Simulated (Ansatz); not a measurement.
**PH− (doublet): wave-function methods side by side at distance P1–H2 = 1.589 Å, 6-31++G****

How much of the correlation energy of PH− (doublet) does each wave-function method recover here?

Method: 6-31++G**, core rule «outside noble gas», up to 5 orbitals frozen; program: Ansatz 0.2.0, Gaussian basis.

The runs, in order: UHF; CCSD(T) on ROHF; CCSD(T) on UHF; BCCD(T) on ROHF; CISD; CCSDT(Q) on ROHF; CCSDT(Q) on UHF; CASSCF and MRCISD+Q, 3 electrons in 3 orbitals; CASSCF and NEVPT2, 3 electrons in 3 orbitals; CASSCF and MRCISD+Q, 7 electrons in 5 orbitals; CASSCF and NEVPT2, 7 electrons in 5 orbitals; Full CI.

20 further runs of the same task are left out: 1 for a known fault of the program, 16 that didn't finish, 3 set aside as unsound or not needed.

**1. What is computed**

The geometry derives from a PBE0/def2-TZVPD stationary point (not a proven minimum). One bond is set to the value named and the two fragments are kept rigid.

2 atoms, charge -1, spin multiplicity 2.

Atoms are counted from 1 here; the program's logs count them from 0.

Bond lengths: P1–H2 1.589 Å.

**2. UHF**

The input, in.yaml:

```yaml
crystal:
  periodic: [false, false, false]
  atoms:
    - {symbol: P, position_ang: [0.000000, 0.000000, 0.000000]}
    - {symbol: H, position_ang: [0.000000, 0.000000, 1.589000]}
basis:
  gaussian: {orbitals: "6-31++G**"}
total_charge: -1
magnetization: {spin_polarized: true, initial_magnetization: 1}
hamiltonian: {xc: hf}
output: {orbitals: {seedname: orbitals}}
```

Launch:

```
> ansatz run in.yaml --threads 1 --pin off --events-out ev --progress --plain --max-ram 2393MiB
```

The runs that follow: CCSD(T) on ROHF; CCSD(T) on UHF; BCCD(T) on ROHF; CISD; CCSDT(Q) on ROHF; CCSDT(Q) on UHF; CASSCF and MRCISD+Q, 3 electrons in 3 orbitals; CASSCF and NEVPT2, 3 electrons in 3 orbitals; CASSCF and MRCISD+Q, 7 electrons in 5 orbitals; CASSCF and NEVPT2, 7 electrons in 5 orbitals; Full CI.

Before running them: what should the planned runs give, taken together? Wanted: FCI below the RHF energy; RMP2 from FCI; UMP2 from FCI; RCCSD from FCI; RCCSD(T) from FCI; UCCSD(T) from FCI; RCCSDT(Q) from FCI; UCCSDT(Q) from FCI; NEVPT2 pair from FCI.

The runs gave:

```
                         quantity                                                                                value
         FCI below the RHF energy                                                                           -3.3771 eV
                    RMP2 from FCI                                                                         +66.3 kJ/mol
                    UMP2 from FCI                                                                         +66.4 kJ/mol
                   RCCSD from FCI                                                                         +11.3 kJ/mol
                RCCSD(T) from FCI                                                                          +2.3 kJ/mol
                UCCSD(T) from FCI                                                                          +2.3 kJ/mol
               RCCSDT(Q) from FCI                                                                          +0.1 kJ/mol
               UCCSDT(Q) from FCI                                                                           0.0 kJ/mol
             NEVPT2 pair from FCI                                                                         +59.2 kJ/mol
          NEVPT2 valence from FCI                                                                         +73.8 kJ/mol
        MRCISD+Q valence from FCI                                                                          +2.3 kJ/mol
levels within 1 kcal/mol (43 meV)  RCCSD(T), UCCSD(T), BCCD(T), RCCSDT, UCCSDT, RCCSDT(Q), UCCSDT(Q), MRCISD+Q valence
                    T1 diagnostic                                                                                0.021
   effectively unpaired electrons                                                                                 1.05
```

RCCSD(T) misses by +2.3 kJ/mol, 0.7 % of the correlation energy. One determinant dominates. Of the multireference levels listed MRCISD+Q valence comes nearest in total energy (+2.3 kJ/mol), which doesn't show that its space is the better one. These misses are within one basis, not against nature; the frozen cores of restricted and unrestricted runs differ, which can shift their rows.
